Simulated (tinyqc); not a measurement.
Worked calculation: CISD on RHF in the sto-6g basis, frozen core, for OH-, spin multiplicity 1. The basis has no diffuse functions, so it cannot describe the extra electron: this is an exercise in the method, not the real anion. Computed by tinyqc, a small Python program that keeps every step (integrals from PySCF). Settings: charge = -1, multiplicity = 1, basis = sto-6g, method = RHF, frozen orbitals = 1, energy threshold = 1e-10, iteration cap = 85, orthogonalisation = canonical, start = core, DIIS depth = 6, ci = CISD, davidson = 1. Command: `OMP_NUM_THREADS=1 python tinyqc.py 26044 26045 out.jsonl` (the two numbers bound the seeds that draw the settings). One thread of a shared host (Intel(R) Xeon(R) Processor @ 2.60GHz), about 0.2 s of CPU time with the checks. The early iterations of the SCF are left out here.

## One-electron integrals

Geometry (angstrom):
```
atom       x       y       z
O     0.0000  0.0000  0.0000
H     0.0000  0.0000  1.4370
```

Basis sto-6g: exponents (1/bohr^2) and contraction coefficients of normalised primitives:
```
element  l (shell)   exponent  coefficient
O            s (1)  1355.5842       0.0092
O            s (1)   248.5449       0.0494
O            s (1)    69.5339       0.1685
O            s (1)    23.8868       0.3706
O            s (1)     9.2759       0.4165
O            s (1)     3.8203       0.1303
O            s (2)    52.1878      -0.0133
O            s (2)    10.3293      -0.0470
O            s (2)     3.2103      -0.0338
O            s (2)     1.2351       0.2502
O            s (2)     0.5364       0.5951
O            s (2)     0.2459       0.2407
O            p (3)    52.1878       0.0038
O            p (3)    10.3293       0.0377
O            p (3)     3.2103       0.1739
O            p (3)     1.2351       0.4180
O            p (3)     0.5364       0.4259
O            p (3)     0.2459       0.1017
H            s (1)    35.5232       0.0092
H            s (1)     6.5131       0.0494
H            s (1)     1.8221       0.1685
H            s (1)     0.6260       0.3706
H            s (1)     0.2431       0.4165
H            s (1)     0.1001       0.1303
```

Overlap, kinetic and nuclear-attraction integrals over the contracted functions; the nuclear repulsion is the sum of Za Zb / Rab.

nuclear repulsion = 2.946011 hartree

overlap S, order 1O 1s, 1O 2s, 1O 2px, 1O 2py, 1O 2pz, 2H 1s:
```
[[1.0000, 0.2311, 0.0000, 0.0000, 0.0000, 0.0183],
 [0.2311, 1.0000, 0.0000, 0.0000, 0.0000, 0.2253],
 [0.0000, 0.0000, 1.0000, 0.0000, 0.0000, 0.0000],
 [0.0000, 0.0000, 0.0000, 1.0000, 0.0000, 0.0000],
 [0.0000, 0.0000, 0.0000, 0.0000, 1.0000, 0.2173],
 [0.0183, 0.2253, 0.0000, 0.0000, 0.2173, 1.0000]]
```

kinetic energy T (hartree), order 1O 1s, 1O 2s, 1O 2px, 1O 2py, 1O 2pz, 2H 1s:
```
[[29.3272, -0.8960, 0.0000, 0.0000, 0.0000, -0.0055],
 [-0.8960, 0.8426, 0.0000, 0.0000, 0.0000, -0.0004],
 [0.0000, 0.0000, 2.5313, 0.0000, 0.0000, 0.0000],
 [0.0000, 0.0000, 0.0000, 2.5313, 0.0000, 0.0000],
 [0.0000, 0.0000, 0.0000, 0.0000, 2.5313, 0.0509],
 [-0.0055, -0.0004, 0.0000, 0.0000, 0.0509, 0.7685]]
```

nuclear attraction V (hartree), order 1O 1s, 1O 2s, 1O 2px, 1O 2py, 1O 2pz, 2H 1s:
```
[[-61.6266, -6.2364, 0.0000, 0.0000, -0.0073, -0.5628],
 [-6.2364, -9.3684, 0.0000, 0.0000, -0.0866, -1.4717],
 [0.0000, 0.0000, -9.3534, 0.0000, 0.0000, 0.0000],
 [0.0000, 0.0000, 0.0000, -9.3534, 0.0000, 0.0000],
 [-0.0073, -0.0866, 0.0000, 0.0000, -9.3971, -1.2444],
 [-0.5628, -1.4717, 0.0000, 0.0000, -1.2444, -4.1703]]
```

core Hamiltonian H = T + V (hartree), order 1O 1s, 1O 2s, 1O 2px, 1O 2py, 1O 2pz, 2H 1s:
```
[[-32.2994, -7.1324, 0.0000, 0.0000, -0.0073, -0.5683],
 [-7.1324, -8.5257, 0.0000, 0.0000, -0.0866, -1.4721],
 [0.0000, 0.0000, -6.8221, 0.0000, 0.0000, 0.0000],
 [0.0000, 0.0000, 0.0000, -6.8221, 0.0000, 0.0000],
 [-0.0073, -0.0866, 0.0000, 0.0000, -6.8658, -1.1935],
 [-0.5683, -1.4721, 0.0000, 0.0000, -1.1935, -3.4017]]
```

## Two-electron integrals

Functions are numbered as in S; the eight-fold symmetry (ij|kl) = (ji|kl) = (kl|ij) leaves the list below.

Two-electron integrals (ij|kl) in chemists' order, unique and non-zero (hartree):
```
(11|11) 4.7875     (21|11) 0.6759     (21|21) 0.1215     (22|11) 1.1174
(22|21) 0.2492     (22|22) 0.8174     (31|31) 0.0258     (32|31) 0.0391
(32|32) 0.1807     (33|11) 1.1174     (33|21) 0.2492     (33|22) 0.8174
(33|33) 0.8807     (41|41) 0.0258     (42|41) 0.0391     (42|42) 0.1807
(43|43) 0.0475     (44|11) 1.1174     (44|21) 0.2492     (44|22) 0.8174
(44|33) 0.7857     (44|44) 0.8807     (51|51) 0.0258     (52|51) 0.0391
(52|52) 0.1807     (53|53) 0.0475     (54|54) 0.0475     (55|11) 1.1174
(55|21) 0.2492     (55|22) 0.8174     (55|33) 0.7857     (55|44) 0.7857
(55|55) 0.8807     (61|11) 0.0567     (61|21) 0.0098     (61|22) 0.0197
(61|33) 0.0197     (61|44) 0.0197     (61|51) 4.79e-04   (61|52) 0.0009
(61|55) 0.0198     (61|61) 0.0008     (62|11) 0.1658     (62|21) 0.0376
(62|22) 0.1404     (62|33) 0.1379     (62|44) 0.1379     (62|51) 0.0030
(62|52) 0.0240     (62|55) 0.1453     (62|61) 0.0031     (62|62) 0.0328
(63|31) 0.0038     (63|32) 0.0226     (63|53) 0.0047     (63|63) 0.0042
(64|41) 0.0038     (64|42) 0.0226     (64|54) 0.0047     (64|64) 0.0042
(65|11) 0.1335     (65|21) 0.0307     (65|22) 0.1217     (65|33) 0.1167
(65|44) 0.1167     (65|51) 0.0058     (65|52) 0.0412     (65|55) 0.1319
(65|61) 0.0026     (65|62) 0.0345     (65|65) 0.0399     (66|11) 0.3663
(66|21) 0.0846     (66|22) 0.3623     (66|33) 0.3508     (66|44) 0.3508
(66|51) 0.0070     (66|52) 0.0791     (66|55) 0.3854     (66|61) 0.0069
(66|62) 0.1184     (66|65) 0.1411     (66|66) 0.7750
```

## Orthogonalisation

S = U s U^T; canonical form X = U s^(-1/2), so that X^T S X = 1. Each column of U has its largest component positive (the first on a tie).

eigenvalues of S: [0.6444, 0.8533, 1.0000, 1.0000, 1.1299, 1.3724]

X, order 1O 1s, 1O 2s, 1O 2px, 1O 2py, 1O 2pz, 2H 1s:
```
[[-0.4611, 0.6621, 0.0000, 0.0000, -0.5352, 0.3471],
 [0.7678, -0.3864, 0.0000, 0.0000, -0.3292, 0.5194],
 [0.0000, 0.0000, -0.2050, 0.9788, 0.0000, 0.0000],
 [0.0000, 0.0000, 0.9788, 0.2050, 0.0000, 0.0000],
 [0.4515, 0.6335, 0.0000, 0.0000, 0.6010, 0.2932],
 [-0.7388, -0.4276, 0.0000, 0.0000, 0.3592, 0.5024]]
```

Within a degenerate level the vectors are fixed only up to a rotation; this is one choice.

## Iteration 8 (converged): orbitals

converged F (hartree), order 1O 1s, 1O 2s, 1O 2px, 1O 2py, 1O 2pz, 2H 1s:
```
[[-19.8291, -4.8126, 0.0000, 0.0000, -0.0111, -0.3857],
 [-4.8126, -1.7408, 0.0000, 0.0000, 0.0311, -0.3227],
 [0.0000, 0.0000, 0.1377, 0.0000, 0.0000, 0.0000],
 [0.0000, 0.0000, 0.0000, 0.1377, 0.0000, 0.0000],
 [-0.0111, 0.0311, 0.0000, 0.0000, 0.5587, -0.2238],
 [-0.3857, -0.3227, 0.0000, 0.0000, -0.2238, 0.1376]]
```

Diagonalise F' = X^T F X, C = X C', fill 5 alpha and 5 beta electrons from the bottom; D = 2 C_occ C_occ^T. Each column has its largest component positive (the first on a tie).

F' = X^T F X (hartree):
```
[[-1.3666, 3.7535, 0.0000, 0.0000, -3.2685, 2.5714],
 [3.7535, -6.0323, 0.0000, 0.0000, 6.8617, -5.1204],
 [0.0000, 0.0000, 0.1377, 0.0000, 0.0000, 0.0000],
 [0.0000, 0.0000, 0.0000, 0.1377, 0.0000, 0.0000],
 [-3.2685, 6.8617, 0.0000, 0.0000, -7.2210, 5.9553],
 [2.5714, -5.1204, 0.0000, 0.0000, 5.9553, -4.8721]]
```

orbital energies (hartree): [-19.8320, -0.6174, 0.0968, 0.1377, 0.1377, 0.8605]

coefficients C, order 1O 1s, 1O 2s, 1O 2px, 1O 2py, 1O 2pz, 2H 1s:
```
[[0.9970, -0.2438, 0.0528, 0.0000, 0.0000, -0.0414],
 [0.0130, 0.9936, -0.2839, 0.0000, 0.0000, 0.2215],
 [0.0000, 0.0000, 0.0000, 0.5442, 0.8389, 0.0000],
 [0.0000, 0.0000, 0.0000, 0.8389, -0.5442, 0.0000],
 [0.0009, -0.0196, 0.4517, 0.0000, 0.0000, 0.9209],
 [-0.0017, 0.1184, 0.8138, 0.0000, 0.0000, -0.6586]]
```

D after iteration 8, order 1O 1s, 1O 2s, 1O 2px, 1O 2py, 1O 2pz, 2H 1s:
```
[[2.1123, -0.4886, 0.0000, 0.0000, 0.0590, 0.0248],
 [-0.4886, 2.1359, 0.0000, 0.0000, -0.2953, -0.2268],
 [0.0000, 0.0000, 2.0000, 0.0000, 0.0000, 0.0000],
 [0.0000, 0.0000, 0.0000, 2.0000, 0.0000, 0.0000],
 [0.0590, -0.2953, 0.0000, 0.0000, 0.4088, 0.7305],
 [0.0248, -0.2268, 0.0000, 0.0000, 0.7305, 1.3527]]
```

Within a degenerate level the vectors are fixed only up to a rotation; this is one choice.

## Convergence

Stop when the energy changes by less than 1e-10 hartree and every element of the error matrix X^T (F D S - S D F) X is below 3e-06.

Course of the cycle:
```
iteration  E (hartree)     change  largest element of the error matrix
1           -73.651862          -                             3.54e-01
2           -74.630606  -9.79e-01                             2.68e-01
3           -74.720889  -9.03e-02                             1.14e-01
4           -74.739318  -1.84e-02                             1.03e-02
5           -74.739456  -1.38e-04                             1.67e-03
6           -74.739459  -3.81e-06                             3.66e-05
7           -74.739459  -2.23e-09                             4.63e-06
8           -74.739459  -3.78e-11                             1.21e-09
```

PySCF RHF in the same basis = -74.739459 hartree

Converged in 8 iterations.

## Integrals over molecular orbitals

(pq|rs) = sum C_ip C_jq C_kr C_ls (ij|kl), one index at a time.

one-electron integrals over orbitals h = C^T H C (hartree):
```
[[-32.2870, 0.6322, -0.1342, 0.0000, 0.0000, 0.1081],
 [0.6322, -7.2360, 0.5704, 0.0000, 0.0000, -0.5213],
 [-0.1342, 0.5704, -4.4411, 0.0000, 0.0000, -1.6203],
 [0.0000, 0.0000, 0.0000, -6.8221, 0.0000, 0.0000],
 [0.0000, 0.0000, 0.0000, 0.0000, -6.8221, 0.0000],
 [0.1081, -0.5213, -1.6203, 0.0000, 0.0000, -5.8295]]
```

Two-electron integrals over orbitals (pq|rs), unique and non-zero (hartree); the lowest 1 orbital is frozen and left out:
```
(22|22) 0.7664    (32|22) -0.0708   (32|32) 0.0856    (33|22) 0.4951
(33|32) 0.0379    (33|33) 0.6100    (42|42) 0.1661    (43|42) -0.0296
(43|43) 0.0193    (44|22) 0.7886    (44|32) -0.0802   (44|33) 0.4779
(44|44) 0.8807    (52|52) 0.1661    (53|52) -0.0296   (53|53) 0.0193
(54|54) 0.0475    (55|22) 0.7886    (55|32) -0.0802   (55|33) 0.4779
(55|44) 0.7857    (55|55) 0.8807    (62|22) 0.0497    (62|32) 0.0660
(62|33) 0.0076    (62|44) 0.0566    (62|55) 0.0566    (62|62) 0.1194
(63|22) 0.1868    (63|32) -0.0829   (63|33) -0.0575   (63|44) 0.1929
(63|55) 0.1929    (63|62) 0.0061    (63|63) 0.1880    (64|42) 0.0221
(64|43) 0.0172    (64|64) 0.0381    (65|52) 0.0221    (65|53) 0.0172
(65|65) 0.0381    (66|22) 0.6820    (66|32) -0.0111   (66|33) 0.5668
(66|44) 0.6752    (66|55) 0.6752    (66|62) 0.0641    (66|63) 0.1038
(66|66) 0.7014
```

## CISD: determinants and Hamiltonian

one-electron integrals dressed by the frozen orbital, h + 2 (pq|11) - (p1|1q) (hartree), order 2, 3, 4, 5, 6:
```
[[-5.1107, 0.2947, 0.0000, 0.0000, -0.3299],
 [0.2947, -3.2908, 0.0000, 0.0000, -0.9871],
 [0.0000, 0.0000, -4.6145, 0.0000, 0.0000],
 [0.0000, 0.0000, 0.0000, -4.6145, 0.0000],
 [-0.3299, -0.9871, 0.0000, 0.0000, -3.9544]]
```

energy of the frozen orbital, 2 h_11 + (11|11) = -59.809719 hartree

Hartree-Fock energy = -74.739459 hartree

Slater-Condon rules over spin orbitals, with the nuclear repulsion and the energy of the frozen orbital added and E(HF) subtracted on the diagonal. Only determinants linked to the reference directly or through others are kept (one block of an abelian symmetry group), so some states are absent.

Occupation strings over the orbitals (2 doubly, a alpha, b beta, 0 empty; spin orbitals ordered 1a 1b 2a 2b ...): 222220 22a22b 2a222b 22b22a 2b222a 222202 222022 220222 2ab222 2ba222 202222

H - E(HF) between determinants (hartree), order 222220, 22a22b, 2a222b, 22b22a, 2b222a, 222202, 222022, 220222, 2ab222, 2ba222, 202222:
```
[[0.0000, 0.0000, 0.0000, 0.0000, 0.0000, 0.0381, 0.0381, 0.1880, -0.0061, 0.0061, 0.1194],
 [0.0000, 0.3850, 0.0172, -0.1880, -0.0061, -0.0172, -0.0172, 0.1614, -0.0829, 0.0566, -0.0660],
 [0.0000, 0.0172, 0.9153, -0.0061, -0.1194, -0.0221, -0.0221, 0.0829, 0.0830, -0.0660, 0.0144],
 [0.0000, -0.1880, -0.0061, 0.3850, 0.0172, 0.0172, 0.0172, -0.1614, 0.0566, -0.0829, 0.0660],
 [0.0000, -0.0061, -0.1194, 0.0172, 0.9153, 0.0221, 0.0221, -0.0829, -0.0660, 0.0830, -0.0144],
 [0.0381, -0.0172, -0.0221, 0.0172, 0.0221, 0.4029, 0.0475, 0.0193, 0.0296, -0.0296, 0.1661],
 [0.0381, -0.0172, -0.0221, 0.0172, 0.0221, 0.0475, 0.4029, 0.0193, 0.0296, -0.0296, 0.1661],
 [0.1880, 0.1614, 0.0829, -0.1614, -0.0829, 0.0193, 0.0193, 0.9477, -0.0663, 0.0663, 0.0856],
 [-0.0061, -0.0829, 0.0830, 0.0566, -0.0660, 0.0296, 0.0296, -0.0663, 1.2480, -0.0856, 0.0424],
 [0.0061, 0.0566, -0.0660, -0.0829, 0.0830, -0.0296, -0.0296, 0.0663, -0.0856, 1.2480, -0.0424],
 [0.1194, -0.0660, 0.0144, 0.0660, -0.0144, 0.1661, 0.1661, 0.0856, 0.0424, -0.0424, 1.9343]]
```

## CISD: roots

Diagonalise (each vector has its largest component positive (the first on a tie)); all determinants have Ms = 0, so triplets appear too. The lowest singlet root is the correlation energy.

lowest roots of this matrix, relative to E(HF) (hartree): [-0.0464, 0.1960, 0.3554, 0.3972, 0.4652, 0.7954, 0.8590, 1.1639]

lowest vectors, order 222220, 22a22b, 2a222b, 22b22a, 2b222a, 222202, 222022, 220222, 2ab222, 2ba222, 202222:
```
[[0.9753, 0.0000, 0.0000, 0.0013],
 [0.0437, 0.7067, 0.0000, 0.2312],
 [0.0123, -0.0137, 0.0000, 0.0698],
 [-0.0437, 0.7067, 0.0000, -0.2312],
 [-0.0123, -0.0137, 0.0000, -0.0698],
 [-0.0502, 0.0000, 0.7071, 0.6455],
 [-0.0502, 0.0000, -0.7071, 0.6455],
 [-0.1952, 0.0000, 0.0000, -0.1916],
 [0.0014, 0.0195, 0.0000, -0.0261],
 [-0.0014, 0.0195, 0.0000, 0.0261],
 [-0.0393, 0.0000, 0.0000, -0.1089]]
```

<S^2> of these roots: [0.0000, 2.0000, 0.0000, 0.0000, 0.0000, 2.0000, 0.0000, 2.0000]

weight of the ground state by excitation level 0, 1, 2, ...: [0.9512, 0.0041, 0.0447]

With one virtual orbital singles and doubles already span the full space.

## The lowest root by the Davidson method

Start from the reference; add the residual divided by (theta - H_ii), orthogonalised, at each step.

Davidson iterations:
```
iteration  subspace  lowest Ritz value (hartree)  residual norm
1                 1                     0.000000       2.29e-01
2                 2                    -0.042860       4.54e-02
3                 3                    -0.046217       1.38e-02
4                 4                    -0.046363       1.66e-03
5                 5                    -0.046366       3.42e-05
6                 6                    -0.046366       6.47e-06
7                 7                    -0.046366       1.54e-16
```
